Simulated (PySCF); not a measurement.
Molecule: SMILES n1(C)ccnn1, C3H5N3.

Bonds (- single, = double, # triple, : aromatic): C1-N2 1.440 Å, N2:C3 1.353 Å, C3:C4 1.378 Å, C4:N5 1.355 Å, N5:N6 1.290 Å, N6:N2 1.333 Å. C1 carries H7, H8, H9; C3 carries H10; C4 carries H11.

Geometry PBE0-D3(BJ)/def2-SVP throughout; GIAO in PySCF 2.14, gas phase, one conformer, non-relativistic; equivalent atoms averaged; basis pcSseg-2.

Task: How do the absolute shieldings σ depend on the functional? (ppm; last column core-seconds on 1 thread of an Arm Neoverse V2, shared host)

Result: 
| functional | kind | C4 | C3 | C1 | N6 | N5 | N2 | H11 | H10 | H7/H8/H9 | core-s |
| --- | --- | --- | --- | --- | --- | --- | --- | --- | --- | --- | --- |
| WP04 | global hybrid | 27.4 | 40.4 | 132.9 | -168.1 | -154.1 | -16.7 | 24.00 | 24.35 | 27.68 | 25 |
| B97-2 | global hybrid | 43.3 | 56.2 | 146.2 | -143.5 | -128.0 | 3.3 | 23.62 | 23.93 | 27.34 | 24 |
| BHandHLYP | global hybrid | 40.2 | 51.4 | 147.6 | -172.7 | -153.3 | -5.4 | 23.62 | 23.87 | 27.39 | 24 |
| CAM-B3LYP | range-separated hybrid | 36.8 | 49.2 | 145.5 | -162.1 | -145.2 | -5.1 | 23.57 | 23.82 | 27.29 | 33 |
| wB97X-D | range-separated hybrid | 39.9 | 52.3 | 146.8 | -155.6 | -139.4 | -2.2 | 23.57 | 23.86 | 27.36 | 32 |
| LC-wPBE | range-separated hybrid | 40.0 | 51.3 | 150.6 | -153.3 | -138.2 | 3.3 | 23.53 | 23.79 | 27.36 | 47 |

Task: Which nucleus moves most, in ppm?

Result: N6 (pyridine-type nitrogen of an azole): from -172.7 ppm with BHandHLYP to -143.5 ppm with B97-2. The smallest spread is 0.39 ppm, at H7/H8/H9. Proton shifts span only some 12 ppm, so a few tenths of a ppm matter as much there as several ppm in carbon.
